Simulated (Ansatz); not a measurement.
in.yaml

```yaml
crystal:
  periodic: [false, false, false]
  atoms:
    - {symbol: Zr, position_ang: [0.000000, 0.000000, 0.000000]}
    - {symbol: Cl, position_ang: [0.000000, 0.000000, 3.133000]}
basis:
  gaussian: {orbitals: def2-SVP}
total_charge: 1
magnetization: {spin_polarized: true, initial_magnetization: 4}
hamiltonian: {xc: {name: PBE}}
output: {orbitals: {seedname: orbitals}}
```

```sh
$ ansatz run in.yaml --threads 1 --pin off --events-out ev --progress --plain --max-ram 2393MiB
```

The program prints:

```
473 factors; their error is unknown
mean field evaluation 1: about -13778.0087 eV, gradient 2.0e1 eV
mean field evaluation 2: about -13778.7582 eV, gradient 2.2e1 eV
mean field evaluation 4: about -13781.3596 eV, gradient 5.9e0 eV
mean field evaluation 8: about -13781.6510 eV, gradient 1.4e0 eV
mean field evaluation 16: about -13781.8606 eV, gradient 5.3e-2 eV
mean field evaluation 32: about -13781.8608 eV, gradient 3.3e-4 eV
mean field evaluation 64: about -13781.4815 eV, gradient 3.8e0 eV
mean field evaluation 96: about -13781.6397 eV, gradient 6.2e-3 eV
mean field evaluation 128: about -13781.6644 eV, gradient 3.1e-1 eV
mean field evaluation 160: about -13781.7907 eV, gradient 3.2e-4 eV
mean field evaluation 192: about -13781.8133 eV, gradient 1.1e-4 eV
mean field evaluation 224: about -13781.8600 eV, gradient 6.0e-2 eV
mean field evaluation 256: about -13781.8607 eV, gradient 2.7e-6 eV
mean field evaluation 288: about -13781.8503 eV, gradient 1.9e-1 eV
mean field evaluation 320: about -13781.8214 eV, gradient 3.7e-1 eV
mean field -13781.86077341 eV, -506.4740417421 hartree, gradient 2.2e-6 eV, S^2 6.002386; 11 other end points of the search recorded, 0 dependent functions left out
reference -13781.86081909 eV, -506.4740434207 hartree; 16, 12 occupied and 33, 37 virtual orbitals, 473 factors
Total energy: -13781.86081909 eV, -506.4740434207 hartree
```

Ran on 1 thread of Intel Xeon 6975P-C, shared host: 27 s wall, 0.13 GiB peak host memory.
